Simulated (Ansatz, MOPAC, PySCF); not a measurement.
System: t-butyl radical, C4H9, charge 0, multiplicity 2. SMILES: C[C](C)C
Structure (B3LYP-D3(BJ)/def2-TZVP (Ansatz, a program for electronic structure) minimum search):
```xyz
13

C      0.0015     0.0000     0.1568
C     -0.0075     1.4797    -0.0148
C      1.2849    -0.7335    -0.0278
C     -1.2779    -0.7462    -0.0031
H     -0.0191     1.7664    -1.0804
H     -0.8915     1.9349     0.4384
H      0.8807     1.9437     0.4213
H      1.5234    -0.8753    -1.0958
H      2.1276    -0.1919     0.4088
H      1.2491    -1.7311     0.4169
H     -1.5355    -0.8904    -1.0663
H     -1.2237    -1.7433     0.4408
H     -2.1174    -0.2129     0.4497
```
Charge 0, spin multiplicity 2.

Unscaled harmonic wavenumbers (cm⁻¹) in rising order, each level at the stationary point that it reaches from this structure (no distance between atoms moves by over 0.3 Å); the order of modes can differ between levels, and a negative number is imaginary. B3LYP-D3(BJ)/def2-TZVP (PySCF, at the structure above): 139, 140, 140, 265, 381, 381, 764, 938, 938, 974, 1011, 1011, 1100, 1298, 1298, 1397, 1397, 1424, 1467, 1471, 1471, 1489, 1491, 1491, 2917, 2917, 2926, 3034, 3034, 3037, 3077, 3081, 3081.

PM6 (MOPAC): -90, -53, -53, 318, 387, 387, 913, 913, 923, 959, 1005, 1005, 1032, 1229, 1239, 1239, 1244, 1244, 1254, 1327, 1327, 1348, 1404, 1404, 2685, 2685, 2688, 2693, 2698, 2698, 2784, 2784, 2786. Zero-point energy 66.6 against 72.9 kcal/mol; where all levels lie over 400 cm⁻¹, the wavenumbers are on average 0.933 times those of B3LYP-D3(BJ)/def2-TZVP. This level finds the structure a saddle point. The zero-point energy leaves imaginary modes out.

PM7 (MOPAC): -92, -50, -50, 329, 390, 390, 928, 954, 954, 1001, 1039, 1039, 1076, 1265, 1275, 1275, 1281, 1281, 1291, 1385, 1385, 1407, 1423, 1423, 2663, 2663, 2667, 2673, 2678, 2678, 2776, 2776, 2777. Zero-point energy 67.4 against 72.9 kcal/mol; where all levels lie over 400 cm⁻¹, the wavenumbers are on average 0.952 times those of B3LYP-D3(BJ)/def2-TZVP. This level finds the structure a saddle point. The zero-point energy leaves imaginary modes out.

HF/3-21G (Ansatz): 152, 158, 158, 274, 397, 397, 761, 1033, 1033, 1081, 1085, 1085, 1225, 1373, 1373, 1562, 1562, 1587, 1645, 1650, 1650, 1666, 1666, 1672, 3133, 3134, 3140, 3212, 3212, 3217, 3244, 3251, 3251. Zero-point energy 78.7 against 72.9 kcal/mol; where all levels lie over 400 cm⁻¹, the wavenumbers are on average 1.086 times those of B3LYP-D3(BJ)/def2-TZVP.
